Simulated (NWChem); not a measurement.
Molecule: ethylene (C₂H₄); SMILES C=C

Results from NWChem. Geometry: optimised at PBE0/def2-SVP. Vertical excitations in the gas phase; the lowest state need not have the same character in each row.

For level PBE0/def2-SVPD, TDA:

```
Quantity                         Value
-------------------------------  -----
lowest excitation, singlet (eV)   7.69
orbital gap (eV)                  7.99
```

**Question.** Estimate the same quantities for level PBE/def2-SVPD, TDA.

**Answer.** 
| Item | Value |
|---|---|
| lowest excitation, singlet (eV) | 7.35 |
| orbital gap (eV) | 5.77 |
